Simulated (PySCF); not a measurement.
Fluorine: a sound run and one with changed settings

Sound run: F [He] 2s2 2p5, F⁺ [He] 2s2 2p4. Computed with PySCF 2.14 in cc-pVDZ-DK (3s2p1d, 14 functions), with scalar relativity by spin-free X2C-1e. In the sound run the correlated levels freeze 1s2. The sound run starts from symmetry-adapted Hartree-Fock orbitals and uses a fine grid where one is needed.

Changed run: all electrons correlated in a basis built for the valence shell.

```
species   method  sound run (hartree)  changed run (hartree)  converged
      F      MP2            -99.60248              -99.60440        yes
      F  CCSD(T)            -99.61422              -99.61596        yes
     F⁺      MP2            -98.98616              -98.98791        yes
     F⁺  CCSD(T)            -99.00076              -99.00238        yes
```

Ionisation energy of F:

```tsv
method	sound run (eV)	changed run (eV)
UHF	15.624	15.624
MP2	16.771	16.775
SCS-MP2	16.730	16.731
CCSD	16.690	16.693
CCSD(T)	16.693	16.696
```

A valence basis has no tight correlating functions, so it recovers only part of the core correlation, and not evenly between atom and ion.

For comparison, NIST gives 17.423 eV between the lowest levels.
